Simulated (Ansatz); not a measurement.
Input file:

```yaml
crystal:
  periodic: [false, false, false]
  atoms:
    - {symbol: Cl, position_ang: [-1.482527, 0.000000, -0.000001]}
    - {symbol: H, position_ang: [-0.144527, 0.000000, 0.000000]}
    - {symbol: Si, position_ang: [1.650473, 0.000000, 0.000001]}
    - {symbol: H, position_ang: [2.100446, -1.416254, 0.000001]}
    - {symbol: H, position_ang: [2.100447, 0.708126, -1.226511]}
    - {symbol: H, position_ang: [2.100446, 0.708126, 1.226512]}
basis:
  gaussian: {orbitals: cc-pVDZ}
magnetization: {spin_polarized: false, initial_magnetization: 1}
correlation: {method: ccsdt_q, electrons: outside_noble_gas}
```

```sh
$ ansatz run in.yaml --threads 2 --pin off --events-out ev --progress --plain --max-ram 24576MiB --backend cuda --devices 0, --max-vram 18GiB
```

Task: Roughly how long does this take on 2 threads of AMD EPYC 7R13 with a shared H100 80 GB, shared host, and how much host memory?

Result: 12 s wall and 0.88 GiB.

```
1065 factors; integrals over basis functions are off by at most 2.5e-7 eV
mean field evaluation 1: about -20426.2515 eV, gradient 1.4e1 eV
mean field evaluation 2: about -20426.2533 eV, gradient 1.4e1 eV
mean field evaluation 4: about -20427.2448 eV, gradient 1.6e0 eV
mean field evaluation 8: about -20427.2635 eV, gradient 1.4e-3 eV
mean field evaluation 16: about -20427.2626 eV, gradient 2.4e-1 eV
mean field -20427.26352119 eV, -750.6880883071 hartree, gradient 2.0e-6 eV, S^2 0.750000; 0 other end points of the search recorded, 0 dependent functions left out
mean field evaluation 32: about -20427.3476 eV, gradient 1.4e0 eV
10 core orbitals not correlated: weight in the atoms' cores, before any rotation towards them, 1.000 or more for the frozen orbitals, at most 0.000 for the correlated occupied ones
reference -20427.26352119 eV, -750.6880883071 hartree; 8, 7 occupied and 38, 39 virtual orbitals, 1065 factors
second order -6.88633014 eV of doubles, -0.05746306 eV of singles
cycle   1  -7.77017390 eV  change   -8.2e-1 eV  update   7.2e-2
cycle   2  -8.18605781 eV  change   -4.2e-1 eV  update   2.9e-2
cycle   3  -8.24950818 eV  change   -6.3e-2 eV  update   1.4e-2
cycle   4  -8.24403024 eV  change    5.5e-3 eV  update   5.3e-3
cycle   5  -8.24554617 eV  change   -1.5e-3 eV  update   2.2e-3
cycle   6  -8.24533750 eV  change    2.1e-4 eV  update   8.3e-4
cycle   7  -8.24494195 eV  change    4.0e-4 eV  update   3.8e-4
cycle   8  -8.24510685 eV  change   -1.6e-4 eV  update   1.6e-4
cycle   9  -8.24519960 eV  change   -9.3e-5 eV  update   6.6e-5
cycle  10  -8.24517634 eV  change    2.3e-5 eV  update   2.5e-5
cycle  11  -8.24517260 eV  change    3.7e-6 eV  update   1.1e-5
cycle  12  -8.24517454 eV  change   -1.9e-6 eV  update   5.3e-6
cycle  13  -8.24517653 eV  change   -2.0e-6 eV  update   2.5e-6
cycle  14  -8.24517940 eV  change   -2.9e-6 eV  update   1.1e-6
cycle  15  -8.24518042 eV  change   -1.0e-6 eV  update   4.3e-7
perturbative correction -0.01042822 eV, -0.0003832302 hartree
Total energy: -20435.51912983 eV, -750.9914763289 hartree
```

For the same geometry and basis UCCSDT(Q) lies 0.4 meV lower.
